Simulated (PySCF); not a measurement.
## CH₂O, singlet in STO-3G: errors against full CI

Geometry: MP2(full)/6-31G*, from the G2/97 set.

```xyz
4

O     0.0000    0.0000    0.6094
C     0.0000    0.0000   -0.6107
H     0.0000    0.9344   -1.1982
H     0.0000   -0.9344   -1.1982
```

Basis STO-3G; PySCF 2.14.0. Only valence electrons are correlated (noble-gas cores frozen), which leaves 12 electrons in 10 orbitals. R marks a restricted (for open shells ROHF) determinant, U an unrestricted one.

Full CI is exact within this basis and frozen core; it isn't the basis-set limit. The frozen core follows each run's orbitals, which can shift R against U totals by a few meV.

* UHF ⟨S²⟩: 0.315
* T1 diagnostic (RCCSD): 0.0097
* largest doubles amplitude (RCCSD): 0.217

| level | E − E(full CI) (kcal/mol) | share of correlation (%) | wall time |
| --- | --- | --- | --- |
| RHF | 91.62 | 0.00 | – |
| RMP2 | 17.66 | 80.72 | – |
| RCCSD | 1.68 | 98.17 | – |
| RCCSD(T) | 0.49 | 99.47 | 0.74 s |
| RCCSDT | 0.24 | 99.73 | – |
| RCCSDT(Q) | 0.05 | 99.94 | 0.48 s |

The correlation energy at full CI, counted from RHF, is -3.973 eV. That run took 1.7 s on 1 thread of Intel Xeon, shared host over 11,148 determinants.

Run but not shown, since their state or frozen core can't be matched to the reference's or they repeat it: UHF, UMP2, UCCSD, UCCSD(T), UCCSDT.

Times are those of the correlated step on a shared host, with one SCF added for the restricted CCSD run; they ran on 1 thread of Intel Xeon.

The full-CI state has the irrep A1 of C2v, in the program's axes.

Natural occupations of full CI about the gap: 1.991 1.982 1.976 1.975 1.890 0.113 0.029 0.026 0.021; effectively unpaired electrons, Σ n²(2−n)², 0.10.
